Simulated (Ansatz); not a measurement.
# Ti (Ti, hcp): the cost of one run

Program: Ansatz 0.2.0. Level of theory: DFT RPBE, plane waves (420 eV) with PAW, scalar-relativistic; the PAW data stem from PBE, with regenerated cores. These are calculated values, not measurements.

## (1) The structure to begin with

It takes space group P6_3/mmc (No. 194, hexagonal). The conventional cell has a = 2.950 Å, b = 2.950 Å, c = 4.686 Å, α = 90.00°, β = 90.00°, γ = 120.00°. Ti (site symmetry -6m2) is surrounded by 12 Ti at 2.90 to 2.95 Å.

Coordinates:

```xyz
2
Lattice="2.9500 0.0000 0.0000 -1.4750 2.5548 0.0000 0.0000 0.0000 4.6860" Properties=species:S:1:pos:R:3 pbc="T T T"
Ti    0.0000    1.7032    1.1715
Ti    1.4750    0.8516    3.5145
```

The atoms start with moments of +1 ×2 μB.

## (2) Relaxation of the cell

Contents of input.yaml:

```yaml
crystal:
  lattice:
    - [2.9499978604, 0.0, 0.0]
    - [-1.4749989302, 2.5547730882, 0.0]
    - [0.0, 0.0, 4.686]
  atoms:
    - { symbol: Ti, position: [0.3333333333, 0.6666666667, 0.25], spin: 1.0 }
    - { symbol: Ti, position: [0.6666666667, 0.3333333333, 0.75], spin: 1.0 }
hamiltonian:
  xc: rpbe
  pseudopotentials:
    kind: paw
    azcp:
      Ti: "pseudopotentials/Ti.paw.azcp"
basis:
  ecutwfc: 420
  fft_grid_basis: typed
kpoints:
  mp_grid: { grid: [12, 12, 7], shift: [0, 0, 0] }
magnetization:
  spin_polarized: true
scf:
  occupations: { method: fermi_dirac, width: 0.05 }
relax:
  max_steps: 60
  f_tol: 0.01
  cell: {}
```

**Question.** How long does this run take on 4 threads of an Arm CPU, shared host, and how much memory does it need?

About 9.7 s, with a peak of 0.38 GiB.
